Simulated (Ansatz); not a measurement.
A nudged elastic band was laid between two geometries of CH₄OSi (7 atoms, charge 0, multiplicity 1).

Method: RKS PBE-D4/def2-SVP (Ansatz 0.2.0).

| Item | Value |
| --- | --- |
| movable images | 9 |
| climbing image | yes |
| spring | 5.0 eV/Å² |
| optimiser | quadratic models (default) |
| start path | through a guess of the saddle point |
| force threshold | 0.05 eV/Å |
| iteration limit | 60 |
| end points | relaxed |

Image 0:

```xyz
7
Properties=species:S:1:pos:R:3
C -0.519 0.488 -0.338
O -0.455 -0.445 0.725
Si 0.814 -1.413 1.253
H -1.315 0.184 -1.051
H 0.451 0.560 -0.882
H -0.786 1.489 0.063
H 1.869 -0.931 0.185
```

Image 10:

```xyz
7
Properties=species:S:1:pos:R:3
C -0.383 0.618 -0.302
O 0.232 0.218 0.909
Si 1.027 -1.208 1.310
H -0.286 -0.162 -1.092
H 0.083 1.560 -0.662
H -1.460 0.820 -0.122
H 0.848 -1.915 -0.088
```

(1) What changes between the two ends?

(2) Give the energies along the band, and the barrier.

(3) What is the geometry of the highest image?

(4) What are the harmonic wavenumbers there?

The band took 17 iterations and about 4 core-minutes.

## Answers

(1) No bond is made or broken. The dihedral H5–C1–O2–Si3 goes from 0 to -122°. The two ends are copies of one structure, up to a mirror image or an exchange of like atoms.

(2) It converged. The highest image is number 6 of 0 to 10, 0.055 eV above the ends, which have the same energy within 2 meV. A vibrational analysis at the climbing image gives one clearly imaginary mode, 166i cm⁻¹: a first-order saddle point.

| image | path coordinate (Å) | energy (eV) | dihedral H5–C1–O2–Si3 (°) |
| --- | --- | --- | --- |
| 0 | 0.00 | 0.000 | 0 |
| 1 | 0.23 | 0.004 | -10 |
| 2 | 0.45 | 0.014 | -21 |
| 3 | 0.68 | 0.029 | -31 |
| 4 | 0.90 | 0.042 | -40 |
| 5 | 1.13 | 0.052 | -51 |
| 6 | 1.36 | 0.055 | -60 |
| 7 | 1.70 | 0.047 | -75 |
| 8 | 2.05 | 0.028 | -90 |
| 9 | 2.39 | 0.008 | -106 |
| 10 | 2.74 | 0.000 | -122 |

(3) 
```xyz
7
Properties=species:S:1:pos:R:3:forces:R:3
C -0.457 0.583 -0.266 0.00 0.00 0.00
O -0.150 -0.062 0.963 0.01 -0.01 0.00
Si 0.906 -1.337 1.269 0.00 0.00 -0.01
H -0.886 -0.131 -1.002 0.00 0.00 0.00
H 0.448 1.042 -0.720 0.00 0.00 0.00
H -1.201 1.384 -0.076 0.00 0.00 0.00
H 1.403 -1.547 -0.212 0.00 0.00 0.01
```

(4) 166i, 266, 347, 720, 849, 1090, 1120, 1146, 1404, 1415, 1422, 1834, 2946, 3034, 3051 cm⁻¹.

Run time: 3.6 min on 1 thread of Arm Neoverse V2, with other jobs on the host, peak memory 0.11 GiB.
